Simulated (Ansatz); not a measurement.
Start from `O=CCC1CO1` and change one atom or group to get `C=CCC1CO1`.

Ansatz, PBE0-D4/def2-TZVP geometries, multiplicity 1. Each molecule was computed in one conformer, which needn't be the lowest.

```
                                      property  `O=CCC1CO1`
           HOMO–LUMO gap (PBE/def2-TZVPP) / eV         3.89
           LUMO energy (B3LYP/def2-TZVPP) / eV        -1.16
         HOMO–LUMO gap (B3LYP/def2-TZVPP) / eV         6.19
         HOMO energy (ωB97M-V/def2-TZVPP) / eV        -9.98
size of the dipole moment (PBE/def2-TZVPP) / D         1.48
            HOMO energy (PBE0/def2-TZVPP) / eV        -7.57
```

Q: Give the same properties after the change, and the shifts. (Best estimate.)

A: Computed: 
```tsv
property	`C=CCC1CO1`	shift
HOMO–LUMO gap (PBE/def2-TZVPP) / eV	5.37	1.48
LUMO energy (B3LYP/def2-TZVPP) / eV	-0.02	1.14
HOMO–LUMO gap (B3LYP/def2-TZVPP) / eV	7.36	1.17
HOMO energy (ωB97M-V/def2-TZVPP) / eV	-9.88	0.10
size of the dipole moment (PBE/def2-TZVPP) / D	1.41	-0.07
HOMO energy (PBE0/def2-TZVPP) / eV	-7.60	-0.03
```

Dipoles are sizes alone; their direction can turn.

B3LYP here is the variant with VWN-RPA as its local correlation; programs differ in this.
